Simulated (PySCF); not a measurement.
Species: C4H4N2.
Atom-mapped SMILES: `[N:1]#[C:2][CH2:3][C@H:4]1[CH:5]=[N:6]1` (hydrogens: H7, H8 on C3; H9 on C4; H10 on C5)

The same species was optimised twice, with GFN2-xTB and with PBE0-D3(BJ)/def2-SVP (PySCF), and the same property calculations (PySCF, gas phase) were run on both structures.

| coordinate | GFN2-xTB | PBE0-D3(BJ)/def2-SVP | change |
| --- | --- | --- | --- |
| C2–C3 (Å) | 1.442 | 1.459 | +0.017 |
| C4–N6 (Å) | 1.496 | 1.511 | +0.015 |
| N1≡C2 (Å) | 1.143 | 1.157 | +0.014 |
| C4–C5 (Å) | 1.452 | 1.444 | -0.008 |
| C3–C4 (Å) | 1.520 | 1.517 | -0.003 |
| C5=N6 (Å) | 1.253 | 1.253 | 0.000 |
| C2–C3–C4 (°) | 110.1 | 112.2 | +2.1 |
| C3–C4–C5 (°) | 121.1 | 122.6 | +1.5 |
| C4–C5–N6 (°) | 66.7 | 67.7 | +1.0 |
| C4–N6–C5 (°) | 63.1 | 62.2 | -0.9 |
| C3–C4–N6 (°) | 118.5 | 117.7 | -0.8 |
| N1–C2–C3 (°) | 178.4 | 178.9 | +0.5 |
| C5–C4–N6 (°) | 50.3 | 50.1 | -0.2 |
| C2–C3–C4–C5 (°) | 86 | 94 | +8 |

Rotational constants: A = 12729, B = 2160, C = 1970 MHz (GFN2-xTB) against A = 13649, B = 2033, C = 1882 MHz (PBE0-D3(BJ)/def2-SVP). Point groups within 0.08 Å: C1 and C1.

On the GFN2-xTB structure: HOMO (eV) -8.30 [PBE0/pcSseg-1]; LUMO (eV) -1.16 [PBE0/pcSseg-1]; dipole (D) 2.07 [PBE0/pcSseg-1]; GIAO shielding of N1 (ppm) -35.2 [PBE0/pcSseg-1]; GIAO shielding of C2 (ppm) 65.4 [PBE0/pcSseg-1]; GIAO shielding of C3 (ppm) 162.0 [PBE0/pcSseg-1]; GIAO shielding of C4 (ppm) 162.0 [PBE0/pcSseg-1]; GIAO shielding of C5 (ppm) 6.7 [PBE0/pcSseg-1]; GIAO shielding of N6 (ppm) -93.2 [PBE0/pcSseg-1].

Problem. What do these properties become on the PBE0-D3(BJ)/def2-SVP structure?

Solution. 
```csv
property,level,on GFN2-xTB,on PBE0-D3(BJ)/def2-SVP,change
HOMO (eV),PBE0/pcSseg-1,-8.30,-8.43,-0.13
LUMO (eV),PBE0/pcSseg-1,-1.16,-1.14,+0.02
dipole (D),PBE0/pcSseg-1,2.07,2.36,+0.29
"energy, GFN2-xTB geometry as zero (kcal/mol)",PBE0/pcSseg-1,0.0,-1.1,-1.1
GIAO shielding of N1 (ppm),PBE0/pcSseg-1,-35.2,-42.9,-7.7
GIAO shielding of C2 (ppm),PBE0/pcSseg-1,65.4,62.9,-2.5
GIAO shielding of C3 (ppm),PBE0/pcSseg-1,162.0,159.1,-2.9
GIAO shielding of C4 (ppm),PBE0/pcSseg-1,162.0,159.2,-2.8
GIAO shielding of C5 (ppm),PBE0/pcSseg-1,6.7,5.7,-1.0
GIAO shielding of N6 (ppm),PBE0/pcSseg-1,-93.2,-96.3,-3.1
```

The heavy atoms differ by 0.077 Å rms after alignment. Among bonds between heavy atoms C2–C3 changes most (+0.017 Å). Changes are differences of the printed values. Neither structure is proved a minimum here.

The values belong to the conformer `[N:1]#[C:2][CH2:3][C@H:4]1[CH:5]=[N:6]1`: C2–C3–C4–C5 94°.
